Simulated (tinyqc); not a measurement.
Inside a calculation. Method: MP2 on RHF in the sto-3g basis, for H2O, spin multiplicity 1. One step of it, computed by the program tinyqc.

Question. Second-order Moller-Plesset energy. E2 = sum_ijab (ia|jb) [2 (ia|jb) - (ib|ja)] / (e_i + e_j - e_a - e_b) over occupied i, j and virtual a, b; the opposite-spin part is (ia|jb)^2 / denominator, the rest is same-spin, and SCS-MP2 scales them by 6/5 and 1/3.

orbital energies (hartree): MO1 -20.279972, MO2 -1.199167, MO3 -0.512250, MO4 -0.446105, MO5 -0.393036, MO6 0.448544, MO7 0.517601

Two-electron integrals over orbitals (pq|rs), unique and non-zero (hartree):
```
p,q,r,s,(pq|rs)
1,1,1,1,4.747440
2,1,1,1,-0.432638
2,1,2,1,0.062264
2,2,1,1,1.026678
2,2,2,1,-0.015812
2,2,2,2,0.726591
3,1,3,1,0.011045
3,2,3,1,0.017121
3,2,3,2,0.126219
3,3,1,1,0.762907
3,3,2,1,-0.004980
3,3,2,2,0.612441
3,3,3,3,0.587428
4,1,1,1,0.163316
4,1,2,1,-0.021927
4,1,2,2,0.011792
4,1,3,3,0.005466
4,1,4,1,0.022804
4,2,1,1,-0.154697
4,2,2,1,0.007914
4,2,2,2,-0.031437
4,2,3,3,0.002067
4,2,4,1,0.017242
4,2,4,2,0.129282
4,3,3,1,-0.002710
4,3,3,2,0.026855
4,3,4,3,0.059375
4,4,1,1,0.899620
4,4,2,1,-0.010482
4,4,2,2,0.648404
4,4,3,3,0.557962
4,4,4,1,-0.007478
4,4,4,2,-0.084973
4,4,4,4,0.667879
5,1,5,1,0.025941
5,2,5,1,0.033442
5,2,5,2,0.152185
5,3,5,3,0.026417
5,4,5,1,-0.011738
5,4,5,2,-0.044144
5,4,5,4,0.045938
5,5,1,1,1.115364
5,5,2,1,-0.012269
5,5,2,2,0.757554
5,5,3,3,0.599577
5,5,4,1,0.004625
5,5,4,2,-0.084257
5,5,4,4,0.670886
5,5,5,5,0.880159
6,1,1,1,-0.180148
6,1,2,1,0.027662
6,1,2,2,-0.001701
6,1,3,3,0.000923
6,1,4,1,0.004085
6,1,4,2,0.021171
6,1,4,4,-0.014648
6,1,5,5,-0.004925
6,1,6,1,0.024988
6,2,1,1,0.249952
6,2,2,1,-0.005618
6,2,2,2,0.127050
6,2,3,3,0.066838
6,2,4,1,0.018445
6,2,4,2,0.036274
6,2,4,4,0.051778
6,2,5,5,0.133536
6,2,6,1,0.012164
6,2,6,2,0.094374
6,3,3,1,0.002808
6,3,3,2,-0.030056
6,3,4,3,-0.037857
6,3,6,3,0.069978
6,4,1,1,0.289572
6,4,2,1,-0.004094
6,4,2,2,0.138300
6,4,3,3,0.053490
6,4,4,1,-4.73e-06
6,4,4,2,-0.060124
6,4,4,4,0.131588
6,4,5,5,0.162360
6,4,6,1,-0.003182
6,4,6,2,0.055221
6,4,6,4,0.111551
6,5,5,1,0.011944
6,5,5,2,0.047447
6,5,5,4,0.007875
6,5,6,5,0.033618
6,6,1,1,0.793402
6,6,2,1,-0.007793
6,6,2,2,0.596827
6,6,3,3,0.547268
6,6,4,1,0.016613
6,6,4,2,0.041025
6,6,4,4,0.547436
6,6,5,5,0.583025
6,6,6,1,0.009161
6,6,6,2,0.093608
6,6,6,4,0.059586
6,6,6,6,0.583720
7,1,3,1,0.014113
7,1,3,2,0.020987
7,1,4,3,-0.003491
7,1,6,3,0.003077
7,1,7,1,0.018055
7,2,3,1,0.015049
7,2,3,2,0.056980
7,2,4,3,-0.031167
7,2,6,3,0.028904
7,2,7,1,0.018479
7,2,7,2,0.068449
7,3,1,1,0.372093
7,3,2,1,-0.006951
7,3,2,2,0.169196
7,3,3,3,0.090022
7,3,4,1,-0.000242
7,3,4,2,-0.081695
7,3,4,4,0.129724
7,3,5,5,0.205534
7,3,6,1,-0.005572
7,3,6,2,0.063549
7,3,6,4,0.111832
7,3,6,6,0.048829
7,3,7,3,0.165323
7,4,3,1,-0.008120
7,4,3,2,-0.072208
7,4,4,3,-0.019791
7,4,6,3,0.055908
7,4,7,1,-0.010434
7,4,7,2,-0.015671
7,4,7,4,0.074347
7,5,5,3,0.023816
7,5,7,5,0.024328
7,6,3,1,0.006916
7,6,3,2,0.078600
7,6,4,3,0.065348
7,6,6,3,-0.060668
7,6,7,1,0.008690
7,6,7,2,-0.005387
7,6,7,4,-0.062460
7,6,7,6,0.108141
7,7,1,1,0.812474
7,7,2,1,-0.008349
7,7,2,2,0.598333
7,7,3,3,0.574152
7,7,4,1,0.003757
7,7,4,2,-0.015274
7,7,4,4,0.562819
7,7,5,5,0.596054
7,7,6,1,-0.002740
7,7,6,2,0.056510
7,7,6,4,0.050142
7,7,6,6,0.546747
7,7,7,3,0.087373
7,7,7,7,0.582813
```

Hartree-Fock energy = -74.92019332 hartree

Give: Terms; Pair energies; MP2 correlation energy; SCS-MP2 correlation energy; MP2 total energy.

Answer.

Terms:
```
i,j,a,b,(ia|jb),(ib|ja),denominator,term
3,3,7,7,0.165,0.165,-2.060,-0.013
4,3,6,7,0.112,0.056,-1.925,-0.010
3,4,7,6,0.112,0.056,-1.925,-0.010
4,4,6,6,0.112,0.112,-1.789,-0.007
4,4,7,7,0.074,0.074,-1.927,-2.87e-03
2,2,6,6,0.094,0.094,-3.295,-2.70e-03
3,3,6,6,0.070,0.070,-1.922,-2.55e-03
3,2,7,6,0.064,0.029,-2.678,-2.33e-03
2,3,6,7,0.064,0.029,-2.678,-2.33e-03
2,2,7,7,0.068,0.068,-3.434,-1.36e-03
4,2,6,6,0.055,0.055,-2.542,-1.20e-03
2,4,6,6,0.055,0.055,-2.542,-1.20e-03
5,5,6,6,0.034,0.034,-1.683,-6.71e-04
5,5,7,7,0.024,0.024,-1.821,-3.25e-04
2,4,7,7,-0.016,-0.016,-2.680,-9.16e-05
4,2,7,7,-0.016,-0.016,-2.680,-9.16e-05
3,2,6,7,0.029,0.064,-2.678,6.20e-05
2,3,7,6,0.029,0.064,-2.678,6.20e-05
2,1,7,7,0.018,0.018,-22.514,-1.52e-05
1,2,7,7,0.018,0.018,-22.514,-1.52e-05
1,1,6,6,0.025,0.025,-41.457,-1.51e-05
1,1,7,7,0.018,0.018,-41.595,-7.84e-06
2,1,6,6,0.012,0.012,-22.376,-6.61e-06
1,2,6,6,0.012,0.012,-22.376,-6.61e-06
1,4,7,7,-0.010,-0.010,-21.761,-5.00e-06
4,1,7,7,-0.010,-0.010,-21.761,-5.00e-06
3,1,7,6,-0.006,3.08e-03,-21.758,-3.64e-06
1,3,6,7,-0.006,3.08e-03,-21.758,-3.64e-06
3,1,6,7,3.08e-03,-0.006,-21.758,-1.66e-06
1,3,7,6,3.08e-03,-0.006,-21.758,-1.66e-06
4,3,7,6,0.056,0.112,-1.925,4.70e-07
3,4,6,7,0.056,0.112,-1.925,4.70e-07
4,1,6,6,-3.18e-03,-3.18e-03,-21.623,-4.68e-07
1,4,6,6,-3.18e-03,-3.18e-03,-21.623,-4.68e-07
```

Pair energies (hartree; pair i-j sums ij and ji):
```
pair,opposite spin,same spin
1-1,-2.29e-05,0.000
2-1,-4.36e-05,0.000
2-2,-4.07e-03,0.000
3-1,-3.72e-06,-6.88e-06
3-2,-3.64e-03,-8.97e-04
3-3,-0.016,0.000
4-1,-1.09e-05,0.000
4-2,-2.58e-03,0.000
4-3,-0.016,-3.25e-03
4-4,-0.010,0.000
5-5,-9.96e-04,0.000
```

MP2 correlation energy = -0.05741 hartree

SCS-MP2 correlation energy = -0.06529 hartree

MP2 total energy = -74.97760 hartree
